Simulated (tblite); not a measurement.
PO2 (charge +1).
SMILES with atom numbers: `[O:1]=[P+:2]=[O:3]`
Bond orders are those of one Lewis drawing.

Computed with GFN2-xTB (tblite), gas phase: L-BFGS steps from a force-field or distance-geometry start until the largest atomic force falls under 0.01 eV/Å.

Step 2: E = -275.5187 eV
```
atom  x, y, z in Å  |  force x, y, z in eV/Å
O1     -1.3510    0.3908   -0.0039   -2.156   0.507  -0.011
P2     -0.0056    0.0706   -0.0086    2.356  -0.549   0.031
O3      1.3680   -0.2521    0.0000   -0.200   0.041  -0.020
```

Step 3: E = -275.5381 eV
```
atom  x, y, z in Å  |  force x, y, z in eV/Å
O1     -1.3651    0.3941   -0.0040    0.353  -0.089  -0.018
P2      0.0092    0.0672   -0.0084   -1.391   0.338   0.029
O3      1.3673   -0.2520   -0.0001    1.038  -0.249  -0.011
```

Step 4: E = -275.5418 eV
```
atom  x, y, z in Å  |  force x, y, z in eV/Å
O1     -1.3717    0.3956   -0.0041    0.380  -0.095  -0.017
P2      0.0023    0.0689   -0.0082    0.292  -0.058   0.037
O3      1.3809   -0.2552   -0.0002   -0.672   0.153  -0.020
```

Q: Estimate the geometry and energy of step 5. (The exact step hangs on the optimiser's Hessian estimate; all steps are aligned on step 4, rigid shifts and turns removed.)

A: E = -275.5457 eV, largest force 0.081 eV/Å
```
atom  x, y, z in Å  |  force x, y, z in eV/Å
O1     -1.3658    0.3941   -0.0043   -0.042   0.006  -0.014
P2      0.0033    0.0688   -0.0077    0.075  -0.009   0.029
O3      1.3740   -0.2536   -0.0004   -0.033   0.003  -0.015
```

The energy changes by -0.0039 eV. The first-order estimate −F·Δx gives -0.0076 eV and the mean of the old and new forces, exact on a quadratic surface, -0.0038 eV. The step makes an angle of 18° with the force vector and moves no atom by more than 0.007 Å.

The cost below is that of the whole relaxation. Time: under 0.1 s. Hardware: one thread of an Arm Neoverse V1, on a shared host.
